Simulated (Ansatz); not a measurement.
Consider the silylene formation by 1,1-elimination: `NC[SiH3]` → CH₃NH₂ + `[SiH2]`.

Gas-phase electronic energies from Ansatz, PBE0-D4/def2-TZVP geometries. CBS: MP2 limit from def2 TZ/QZ plus the TZ coupled-cluster correction, frozen cores. This one scheme is used for every species. Functionals use def2-TZVPP. HSE06 is defined as in plane-wave codes. Each species was taken in one conformer, which may not be the lowest.

CCSD(T)/CBS gives +2.30 eV.

Q: Another level gave +2.42 eV. Which?
A. SCS-MP2/def2-TZVPP
B. HSE06-D4/def2-TZVPP
C. RPA@PBE/def2-TZVPP
D. r2SCAN-D4/def2-TZVPP

A: B. HSE06-D4 2.42, r2SCAN-D4 2.50, SCS-MP2/def2-TZVPP 2.30, RPA@PBE/def2-TZVPP 2.05 eV.

Largest T1 diagnostic among the species: 0.014.

At CCSD(T), def2-SVP lies −0.17 eV from the extrapolated value and def2-TZVPP −0.07 eV. Leaving LDA and LC-ωPBE aside and taking each functional with its dispersion term where it has one, the values, not all of them listed here, spread over 0.36 eV, from BLYP-D4 to r2SCAN0-D4. LDA lies +0.38 eV from PBE without D4.
